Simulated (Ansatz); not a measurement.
**BHS2+ (doublet): from Hartree-Fock to the top rungs, cc-pVDZ**

The task here is to estimate one member of a computed series from the others.

Program: Ansatz 0.2.0, Gaussian basis. Level of theory: cc-pVDZ, core rule «outside noble gas», up to 11 orbitals frozen. These are calculated values, not measurements.

To be run: UHF; CCSD(T) on ROHF; CCSD(T) on UHF; BCCD(T) on ROHF; CISD as a restricted active space (open shells left free, so some higher excitations enter); CCSDT(Q) on ROHF; CCSDT(Q) on UHF.

12 further runs of the same task are left out: 4 that didn't finish, 8 set aside as unsound or not needed. Runs told in other sessions of the task aren't counted.

### The geometry

The geometry is a PBE0/def2-TZVP stationary point (not a proven minimum) of the parent state, kept for this charge and spin.

4 atoms, charge 1, spin multiplicity 2.

Atoms are counted from 1 here; the program's logs count them from 0.

Bond lengths: S1–B2 1.609 Å, B2–S3 1.758 Å, S3–H4 1.346 Å. Angles: S1–B2–S3 177.7°, B2–S3–H4 93.6°.

The first run:

Contents of in.yaml:

```yaml
crystal:
  periodic: [false, false, false]
  atoms:
    - {symbol: S, position_ang: [0.000008, -0.290101, 2.120961]}
    - {symbol: B, position_ang: [-0.000023, -0.297523, 0.511912]}
    - {symbol: S, position_ang: [0.000008, -0.375495, -1.243912]}
    - {symbol: H, position_ang: [0.000007, 0.963119, -1.388961]}
basis:
  gaussian: {orbitals: cc-pVDZ}
total_charge: 1
magnetization: {spin_polarized: true, initial_magnetization: 1}
hamiltonian: {xc: hf}
output: {orbitals: {seedname: orbitals}}
```

Started as:

```
$ ansatz run in.yaml --threads 1 --pin off --events-out ev --progress --plain --max-ram 2393MiB
```

Steps of the session up to this table: UHF; CCSD(T) on ROHF; CCSD(T) on UHF; BCCD(T) on ROHF; CISD as a restricted active space (open shells left free, so some higher excitations enter); CCSDT(Q) on ROHF; CCSDT(Q) on UHF.

One table of the session follows, with a row left open; its other results are not shown here.

```
   method  from UCCSDT(Q) (kJ/mol)
     ROHF                   +962.8
      UHF                   +948.5
     RMP2                   +156.7
     UMP2                        ?
     CISD                   +160.2
    RCCSD                    +49.2
    UCCSD                    +47.7
 RCCSD(T)                     +9.2
 UCCSD(T)                     +8.7
  BCCD(T)                     +7.9
   RCCSDT                     +3.6
   UCCSDT                     +3.5
RCCSDT(Q)                     +0.6
UCCSDT(Q)                        0
```

Q: Estimate the row for UMP2 from the others.

As computed: from UCCSDT(Q) (kJ/mol): +152.7. In the column «from UCCSDT(Q) (kJ/mol)» it lies between RCCSD (+49.2) and RMP2 (+156.7).

Caveats from the session: Restricted and unrestricted rows rest on different reference determinants; a gap between their highest levels can come from leftover correlation error, from unlike frozen cores or from another state.
